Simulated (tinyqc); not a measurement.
Harmonic frequencies on the RHF/sto-3g surface (energies and gradients from PySCF), for H2O, spin multiplicity 1, step by step. One step of it, computed by the program tinyqc.

Problem. One row of the Hessian: 2Hy. Displace 2Hy by +/-0.002 bohr; H(k, :) = (g(+) - g(-)) / (2 delta).

optimised positions (bohr):
```
,x,y,z
1O,0.077316,-0.034227,-0.102137
2H,0.010031,1.420972,1.069881
3H,0.039265,-1.443437,1.126072
```

gradient at +delta (hartree/bohr):
```
,x,y,z
1O,0.00002735,-0.00081520,-0.00042002
2H,-0.00003332,0.00088750,0.00053840
3H,0.00000597,-0.00007230,-0.00011838
```

gradient at -delta (hartree/bohr):
```
,x,y,z
1O,-0.00002830,0.00083482,0.00043636
2H,0.00003433,-0.00091017,-0.00055517
3H,-0.00000602,0.00007535,0.00011881
```

Give: row of the Hessian.

Solution.

row of the Hessian (hartree/bohr^2): 1Ox 0.013914, 1Oy -0.412506, 1Oz -0.214094, 2Hx -0.016912, 2Hy 0.449419, 2Hz 0.273391, 3Hx 0.002998, 3Hy -0.036913, 3Hz -0.059296
